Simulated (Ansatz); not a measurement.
Reaction (SMILES): CO (CH3-OH) + [H][H] (H2) → C (CH4) + O (H2O)
B3LYP-D3(BJ)/def2-TZVP geometries, fixed; electronic energies without zero-point terms.

How fast the energy of full hydrogenation converges with the basis for several methods (Ansatz, an electronic-structure program): deviation from each method's own reference, in kcal/mol. References: CCSD(T) -30.26 kcal/mol, Hartree-Fock in aug-cc-pVQZ plus the correlation part extrapolated as X^-3 from aug-cc-pVTZ and aug-cc-pVQZ; HF -30.69 kcal/mol, the value in aug-pcseg-3; MP2 -31.05 kcal/mol, Hartree-Fock in aug-cc-pVQZ plus the correlation part extrapolated as X^-3 from aug-cc-pVTZ and aug-cc-pVQZ; PBE -29.65 kcal/mol, the value in aug-pcseg-3; PBE0 -30.48 kcal/mol, the value in aug-pcseg-3; r2SCAN -29.80 kcal/mol, the value in aug-pcseg-3. Cartesian d functions, on some or all atoms, in 6-31G*, 6-31G**; all else is spherical. In correlated methods cores are frozen. No added dispersion term, no relativity. 

```tsv
basis	functions	CCSD(T)	HF	MP2	PBE	PBE0	r2SCAN
pcseg-0	26	5.75	0.71	4.88	6.94	4.87	4.63
6-31G*	38	6.80	3.09	6.47	7.09	5.64	6.16
6-31G**	50	2.81	0.97	2.94	4.46	3.15	3.10
6-311G**	60	2.04	0.76	1.89	2.71	1.99	1.82
jun-cc-pV(T+d)Z	134	-0.09	-0.06	-0.06	0.01	0.00	-0.06
aug-cc-pVTZ	184	-0.01	0.05	0.03	0.04	0.05	0.00
cc-pVQZ	230	0.19	0.23	0.28	0.85	0.58	0.57
def2-QZVPP	234	-0.08	0.05	-0.04	0.24	0.16	0.18
```

Mean absolute deviation over 6-311G**, jun-cc-pV(T+d)Z, aug-cc-pVTZ: HF 0.29, r2SCAN 0.63, MP2 0.66, PBE0 0.68, CCSD(T) 0.71, PBE 0.92 kcal/mol.
